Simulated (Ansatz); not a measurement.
Results of HSE06 (plane waves, PAW; Ansatz, an electronic-structure program) for rutile MnO₂.

Run with plane-wave cutoff 460 eV, 6×6×8 k mesh (along the axes of the cell as run), Fermi–Dirac smearing 0.01 eV, spin-polarised with opposed moments, scalar-relativistic PAW data made under PBE.

Cell (measured lattice):

```
CELL_PARAMETERS angstrom
      4.39830     0.00000     0.00000
      0.00000     4.39830     0.00000
      0.00000     0.00000     2.87300
ATOMIC_POSITIONS crystal
  Mn 0.00000 0.00000 0.00000
  Mn 0.50000 0.50000 0.50000
  O  0.30465 0.30465 0.00000
  O  0.80465 0.19535 0.50000
  O  0.19535 0.80465 0.50000
  O  0.69535 0.69535 0.00000
```
Starting moments (μB, in the order of the record's atoms Mn Mn O O O O): 3.0 -3.0 0.0 0.0 0.0 0.0.

Question: Estimate the band gap and magnetic moment (largest site, within a sphere) that the calculation returns.

Answer: 
- band gap: 1.73 eV (on the SCF k mesh) (direct)
- magnetic moment (largest site, within a sphere): 2.56 μB

Note: the collinear magnetic order is the start's and need not be the measured one; cell and atoms aren't relaxed at this level (largest force component 0.17 eV/Å, pressure -5.3 GPa).

Moments are spin moments.

Cost on a shared machine: very roughly 15 core-minutes.
